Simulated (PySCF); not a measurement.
Molfile (atoms numbered from 1):
```
C3H3NO
     RDKit          3D

  8  7  0  0  0  0  0  0  0  0999 V2000
   -1.0640   -0.6070    0.8358 C   0  0  0  0  0  0  0  0  0  0  0  0
   -0.7102    0.1696   -0.1936 C   0  0  0  0  0  0  0  0  0  0  0  0
    0.5446    0.2318   -0.7544 N   0  0  0  0  0  0  0  0  0  0  0  0
    1.6864   -0.1338   -0.7817 C   0  0  0  0  0  0  0  0  0  0  0  0
    2.8142   -0.4199   -0.8938 O   0  0  0  0  0  0  0  0  0  0  0  0
   -2.0904   -0.5789    1.2045 H   0  0  0  0  0  0  0  0  0  0  0  0
   -0.3543   -1.2767    1.3275 H   0  0  0  0  0  0  0  0  0  0  0  0
   -1.4358    0.8338   -0.6726 H   0  0  0  0  0  0  0  0  0  0  0  0
  1  2  2  0
  2  3  1  0
  3  4  2  0
  4  5  2  0
  1  6  1  0
  1  7  1  0
  2  8  1  0
M  END
```

Geometry: PBE0-D3(BJ)/def2-SVP; GIAO shifts from PySCF 2.14.0 with density-fitted response routines, gas phase, non-relativistic, averaged over equivalent atoms.

At OPBE/pcSseg-2 (222 basis functions, 44 s wall time on 1 thread of an Intel Xeon Platinum 8259CL, shared host):
| atoms | δ (ppm) |
| --- | --- |
| C2 | 129.4 |
| C4 | 121.7 |
| C1 | 118.8 |
| N3 | 69.0 |
| O5 | 165.4 |
| H8 | 5.74 |
| H6 | 5.37 |
| H7 | 5.31 |

Scale: ¹³C (184.41 ppm), ¹H (31.20 ppm) vs TMS; ¹⁵N (262.82 ppm) vs NH3; ¹⁷O (329.21 ppm) vs H2O (reference shieldings calculated alike).

Q: Estimate the result of repeating the calculation with B3LYP/pcSseg-2.

A: 
```csv
atoms,δ at B3LYP/pcSseg-2,change
C2,135.8,+6.4
C4,127.3,+5.6
C1,123.2,+4.4
N3,61.3,-7.7
O5,160.1,-5.3
H8,5.71,-0.03
H6,5.26,-0.11
H7,5.27,-0.04
```

δ = σ(ref) − σ, references computed at the same level: TMS for ¹³C (σ = 179.19 ppm) and ¹H (σ = 31.39 ppm); ¹⁵N (σ = 258.52 ppm) vs NH3; ¹⁷O (σ = 325.85 ppm) vs H2O.

The largest change is at N3 (heterocumulene nitrogen). Cost: 222 basis functions, 36 s wall time on 1 thread of an Intel Xeon Platinum 8259CL, shared host. The order of the carbon signals is the same at both levels.

Experimental scales use liquid or dissolved standards, which lie at an offset from isolated NH3 (liquid NH3: subtract about 20 ppm) and H2O (liquid H2O: subtract about 36 ppm).
